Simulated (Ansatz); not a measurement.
Relaxation of Cl2H2Si (5 atoms, charge 0, multiplicity 1), to a largest force component of 0.03 eV/Å in at most 50 steps.

Computed with RKS revPBE/def2-SVP in Ansatz.

```xyz
5
Properties=species:S:1:pos:R:3
Si -0.072 0.003 -0.785
Cl 1.716 -0.175 2.012
H 2.096 0.102 0.754
Cl -1.386 1.660 -0.779
H -1.117 -1.043 -0.327
```

Problem. Where does it end, and by what steps?

Solution. It converged. The force dipped under the threshold on the way, but the program's further checks kept it going. After 15 steps the energy has fallen by 0.102 eV; Cl2 moved furthest, 0.62 Å.

```csv
step,energy less start (eV),largest force component (eV/Å),accepted
0,0.0000,0.903,yes
1,-0.0174,0.468,yes
2,-0.0246,0.586,yes
3,-0.0239,1.000,no
4,-0.0343,0.517,yes
5,-0.0501,0.398,yes
6,-0.0717,0.350,yes
7,-0.0784,0.222,yes
8,-0.0504,1.309,no
9,-0.0914,0.097,yes
10,-0.0957,0.386,yes
11,-0.0981,0.281,yes
12,-0.1015,0.011,yes
13,-0.1016,0.092,yes
14,-0.1010,0.144,no
15,-0.1023,0.022,yes
```

```xyz
5
Properties=species:S:1:pos:R:3
Si -0.157 -0.126 -0.945
Cl 1.333 -0.249 1.534
H 2.409 0.275 1.025
Cl -1.231 1.687 -0.604
H -1.117 -1.040 -0.134
```

Whether the end is a true minimum wasn't checked by a vibrational analysis.

The run took 20 s on 1 thread of Arm Neoverse V2, on a shared host, peak memory 0.11 GiB.
